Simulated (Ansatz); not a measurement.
Geometry optimisation, RKS PBE-D4/def2-SVP (Ansatz).

The input (input.yaml):

```yaml
crystal:
  periodic: [false, false, false]
  atoms:
    - { symbol: B, position_ang: [0.074058, -0.323328, 0.368764] }
    - { symbol: "N", position_ang: [-0.010482, -0.264949, 1.844503] }
    - { symbol: H, position_ang: [-0.88146, -0.429356, 2.342935] }
    - { symbol: H, position_ang: [0.821474, -0.212271, 2.43195] }
    - { symbol: O, position_ang: [1.312156, -0.256419, -0.214873] }
    - { symbol: H, position_ang: [1.252587, -0.297292, -1.182962] }
    - { symbol: H, position_ang: [-0.955227, -0.465784, -0.270265] }
    - { symbol: H, position_ang: [-0.050532, 2.072046, 0.2323] }
    - { symbol: H, position_ang: [-0.190875, 1.780953, 0.878148] }
basis:
  gaussian: { orbitals: def2-SVP }
hamiltonian:
  xc: pbe
  dispersion: d4
relax:
  f_tol: 0.03
  max_steps: 50
output:
  orbitals: {}
```

Run as:

```bash
$ ansatz run input.yaml --threads 2 --pin off --max-ram 3072MiB --backend cpu --events-out ev --progress --plain --runs-dir out
```

Where does it end, and by what steps?

It converged. The force dipped under the threshold on the way, but the program's further checks kept it going. After 16 steps the energy has fallen by 0.351 eV; H8 moved furthest, 1.52 Å.

| step | energy less start (eV) | largest force component (eV/Å) | accepted |
| --- | --- | --- | --- |
| 0 | 0.0000 | 2.169 | yes |
| 1 | -0.2111 | 1.002 | yes |
| 2 | -0.2775 | 0.310 | yes |
| 3 | -0.3064 | 0.130 | yes |
| 4 | -0.3161 | 0.212 | yes |
| 5 | -0.3263 | 0.088 | yes |
| 6 | -0.3215 | 0.764 | no |
| 7 | -0.3316 | 0.052 | yes |
| 8 | -0.3351 | 0.177 | yes |
| 9 | -0.3401 | 0.219 | yes |
| 10 | -0.3428 | 0.269 | yes |
| 11 | -0.3419 | 0.400 | no |
| 12 | -0.3481 | 0.039 | yes |
| 13 | -0.3493 | 0.011 | yes |
| 14 | -0.3506 | 0.118 | yes |
| 15 | -0.3511 | 0.079 | yes |
| 16 | -0.3514 | 0.011 | yes |

```xyz
9
Properties=species:S:1:pos:R:3
B 0.183 -0.699 0.246
N 0.060 -0.167 1.547
H -0.838 -0.024 2.003
H 0.869 0.053 2.131
O 1.444 -0.903 -0.270
H 1.404 -1.258 -1.173
H -0.829 -0.963 -0.389
H -0.547 3.158 1.167
H -0.375 2.407 1.169
```

Run time: 17 s on 2 threads of Arm Neoverse V1, with other jobs on the host, peak memory 0.14 GiB.
